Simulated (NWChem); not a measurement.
All runs are NWChem calculations. System: H$_{3}$N, charge 1, spin multiplicity 2, at the geometry of a parent with another charge or spin, in a state set for the comparison that need not be this species' ground state. Its SCF solution wasn't tested for a lower state. Level: UHF/def2-TZVPD.

Input file:

```
start mol
memory heap 200 mb stack 900 mb global 1100 mb
charge 1
geometry units angstroms nocenter noautoz
  N      0.001600     0.128256     0.000000
  H     -0.472755    -0.293412     0.812430
  H     -0.472755    -0.293412    -0.812430
  H      0.934306    -0.310965     0.000000
  symmetry group Cs
end
basis spherical
  * library def2-tzvpd
end
scf
  uhf
  nopen 1
  maxiter 100
  thresh 1e-7
  semidirect memsize 60000000 filesize 0
  # guess.movecs holds the orbitals of an unrestricted PBE0 run
  vectors input guess.movecs output mol.movecs
end
task scf energy
```

Output (cleaned and shortened):

```
             Northwest Computational Chemistry Package (NWChem) 7.3.0
             --------------------------------------------------------

                                NWChem Input Module
                                -------------------

 Scaling coordinates for geometry "geometry" by  1.889725989
 (inverse scale =  0.529177249)

 Turning off AUTOSYM since
 SYMMETRY directive was detected!

                             Geometry "geometry" -> ""
                             -------------------------

 Output coordinates in angstroms (scale by  1.889725989 to convert to a.u.)

  No.       Tag          Charge          X              Y              Z
 ---- ---------------- ---------- -------------- -------------- --------------
    1 N                    7.0000     0.00160000     0.12825600     0.00000000
    2 H                    1.0000    -0.47275500    -0.29341200     0.81243000
    3 H                    1.0000    -0.47275500    -0.29341200    -0.81243000
    4 H                    1.0000     0.93430600    -0.31096500     0.00000000

 Effective nuclear repulsion energy (a.u.)      11.7561354315

            Nuclear Dipole moment (a.u.)
            ----------------------------
        X                 Y               Z
 ---------------- ---------------- ----------------
    -0.0000075589     0.0000056692     0.0000000000

      Symmetry information
      --------------------

 Group name             Cs
 Group number              2
 Group order               2
 No. of unique centers     3

      Symmetry unique atoms

     1    2    4


 Summary of "ao basis" -> "" (spherical)
 ------------------------------------------------------------------------------
       Tag                 Description            Shells   Functions and Types
 ---------------- ------------------------------  ------  ---------------------
 *                         def2-tzvpd                 on all atoms

 Summary of "ao basis" -> "ao basis" (spherical)
 ------------------------------------------------------------------------------
       Tag                 Description            Shells   Functions and Types
[...]
 Vector    7  Occ=0.000000D+00  E=-5.301750D-02  Symmetry=a"
              MO Center= -5.1D-01, -6.6D-01, -4.2D-13, r^2= 6.0D+00
   Bfn.  Coefficient  Atom+Function         Bfn.  Coefficient  Atom+Function
  ----- ------------  ---------------      ----- ------------  ---------------
    40      1.879325  2 H  s                 49     -1.879325  3 H  s
    46     -1.263071  2 H  pz                55     -1.263071  3 H  pz
    64     -0.633640  4 H  pz                45      0.431805  2 H  py
    54     -0.431805  3 H  py                44      0.368818  2 H  px
    53     -0.368818  3 H  px                29     -0.226004  1 N  d  1

 center of mass
 --------------
 x =   0.00123343 y =   0.09890761 z =   0.00000000

 moments of inertia (a.u.)
 ------------------
           6.374709850668           0.039007411102           0.000000000000
           0.039007411102           9.501509183986           0.000000000000
           0.000000000000           0.000000000000           6.374226302762

  Mulliken analysis of the total density
  --------------------------------------

    Atom       Charge   Shell Charges
 -----------   ------   -------------------------------------------------------
    1 N    7     7.18   0.82  1.16  0.54  0.88  0.06 -0.00  1.45  1.66  0.56  0.01  0.03  0.01  0.00
    2 H    1     0.61   0.24  0.33 -0.01  0.03  0.01
    3 H    1     0.61   0.24  0.33 -0.01  0.03  0.01
    4 H    1     0.61   0.24  0.33 -0.01  0.03  0.01

  Mulliken analysis of the alpha density
  --------------------------------------

    Atom       Charge   Shell Charges
 -----------   ------   -------------------------------------------------------
    1 N    7     4.13   0.41  0.58  0.30  0.48  0.03 -0.00  0.93  1.06  0.33  0.00  0.01  0.00  0.00
    2 H    1     0.29   0.11  0.15 -0.00  0.02  0.00
    3 H    1     0.29   0.11  0.15 -0.00  0.02  0.00
    4 H    1     0.29   0.11  0.15 -0.00  0.02  0.00

   Mulliken analysis of the beta density
   -------------------------------------

    Atom       Charge   Shell Charges
 -----------   ------   -------------------------------------------------------
    1 N    7     3.05   0.41  0.58  0.24  0.40  0.03 -0.00  0.52  0.61  0.23  0.00  0.02  0.01  0.00
    2 H    1     0.32   0.12  0.18 -0.01  0.02  0.01
    3 H    1     0.32   0.12  0.18 -0.01  0.02  0.01
    4 H    1     0.32   0.12  0.18 -0.01  0.02  0.01

   Mulliken analysis of the spin density
   -------------------------------------

    Atom       Charge   Shell Charges
 -----------   ------   -------------------------------------------------------
    1 N    7     1.08   0.00 -0.00  0.06  0.08 -0.00 -0.00  0.41  0.45  0.11 -0.00 -0.01 -0.00 -0.00
    2 H    1    -0.03  -0.01 -0.02  0.01  0.00 -0.01
    3 H    1    -0.03  -0.01 -0.02  0.01  0.00 -0.01
    4 H    1    -0.03  -0.01 -0.02  0.01  0.00 -0.01

       Multipole analysis of the density wrt the origin
       ------------------------------------------------

     L   x y z        total         alpha         beta         nuclear
     -   - - -        -----         -----         ----         -------
     0   0 0 0      1.000000     -5.000000     -4.000000     10.000000

     1   1 0 0     -0.006069     -0.007145      0.001084     -0.000008
     1   0 1 0     -0.486245     -0.572947      0.086696      0.000006
     1   0 0 1      0.000000     -0.000000      0.000000      0.000000

     2   2 0 0     -2.707296     -3.844243     -3.576644      4.713591
     2   1 1 0     -0.013136      0.005936      0.022625     -0.041696
     2   1 0 1      0.000000      0.000000      0.000000      0.000000
     2   0 2 0     -3.760326     -3.368436     -1.763277      1.371387
     2   0 1 1     -0.000000      0.000000     -0.000000      0.000000
     2   0 0 2     -2.707135     -3.844316     -3.576927      4.714108

 Task  times  cpu:        0.6s     wall:        0.6s

 Total times  cpu:        0.6s     wall:        0.6s
```
